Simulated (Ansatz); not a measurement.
## Ge, diamond: geometry optimisation

Computed with Ansatz 0.2.0, DFT, LDA (PW92), plane waves (420 eV) with PAW, scalar-relativistic. (PAW data from PBE, frozen cores regenerated.)

k-point mesh 5×5×5, Fermi-Dirac smearing 0.05 eV, no spin polarisation. Cell and atoms relax.

Starting structure:

```yaml
crystal:
  lattice:
    - [0.0, 2.82868, 2.82868]
    - [2.82868, 0.0, 2.82868]
    - [2.82868, 2.82868, 0.0]
  atoms:
    - { symbol: Ge, position: [0.5, 0.5, 0.5] }
    - { symbol: Ge, position: [0.75, 0.75, 0.75] }
hamiltonian:
  xc: lda
  pseudopotentials:
    kind: paw
    azcp:
      Ge: "pseudopotentials/Ge.paw.azcp"
basis:
  ecutwfc: 420
  fft_grid_basis: typed
kpoints:
  mp_grid: { grid: [5, 5, 5], shift: [0, 0, 0] }
magnetization:
  spin_polarized: false
scf:
  occupations: { method: fermi_dirac, width: 0.05 }
relax:
  max_steps: 60
  f_tol: 0.01
  cell: {}
```

Task: The pressure at the start is -0.9 GPa. By how much does the volume change?

Result: From 22.63 to 22.30 Å³ per atom, -1.5 %. The final cell has a = 5.630 Å.

Task: How much energy does the relaxation gain?

Result: 1.0 meV per atom.

Path of the relaxation (the plane waves are chosen anew near the end, which can shift the energy a little):

```tsv
step	E − E(final) (meV/atom)	V (Å³/atom)	P (GPa)	max force (eV/Å)
0	0.97	22.633	-0.93	0.000
1	0.02	22.385	-0.24	0.000
2	-0.06	22.301	-0.01	0.000
3	0.00	22.301	-0.01	0.000
```
